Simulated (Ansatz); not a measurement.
## Four-centre ligand exchange

Start structure (SiH6O2, closed shell), relaxed at PBE0-D4/def2-TZVP:

```csv
atom,x (Å),y (Å),z (Å)
Si1,-0.8134,-0.4408,-0.2365
O2,0.8138,-0.2894,-0.1302
H3,-1.2044,-1.7986,-0.7109
H4,-1.2930,-0.1799,1.1354
O5,-1.4437,0.6572,-1.2843
H6,2.1057,0.8759,1.8094
H7,2.4869,1.2193,2.3534
H8,1.3298,-0.3679,-0.9338
H9,-1.9816,0.3243,-2.0026
```

The step: SiH₄O₂ ([OH][SiH2][OH]) + H₂ → SiH₄O ([OH][SiH3]) + H₂O; bonds formed: Si1–H7, O2–H6; bonds broken: Si1–O2, H6–H7. Computed with Ansatz 0.2.0 (basis: def2-TZVPP and def2-QZVPP); correlated methods freeze the cores. Extrapolation: Hartree–Fock as exp(−7.88 √X), correlation as X^−2.97. Energies below are by CCSD(T) at an estimated basis limit (MP2 extrapolated from triple and quadruple zeta, plus CCSD(T) − MP2 in triple zeta).

Problem. What are the electronic barrier and the energy of the step, from the start structure to the end structure? (Judge from chemistry; the value comes from the calculation.)

Solution. The calculation gives: Barrier 2.477 eV; step energy 0.830 eV (uphill); reverse barrier, their difference, 1.647 eV. Barrier and step energy count from the start structure, the reverse barrier from the end structure.

The saddle point: One imaginary mode of 1197i cm⁻¹.
| pair | start (Å) | saddle (Å) | end (Å) |
| --- | --- | --- | --- |
| Si1–H7 | 4.51 | 1.71 | 1.48 |
| O2–H6 | 2.61 | 1.13 | 0.96 |
| Si1–O2 | 1.64 | 1.87 | 2.87 |
| H6–H7 | 0.75 | 1.15 | 2.91 |

Zero-point energy (harmonic, PBE0-D4): ZPE is 1.547 eV at the start and 1.651 eV at the saddle, so the barrier goes from 2.477 to 2.580 eV.

The T1 diagnostic stays at or below 0.012.

Labels in which every atom is bracketed show which atoms are joined, not bond orders.

For scale, one of the runs: CCSD(T)/def2-TZVPP, 188 basis functions, launched by `ansatz run in.yaml --threads 2 --pin off --events-out ev --progress --plain --max-ram 4352MiB`. Hardware: 2 CPU threads, shared host. Wall time 46 s; peak host memory 2 GiB.
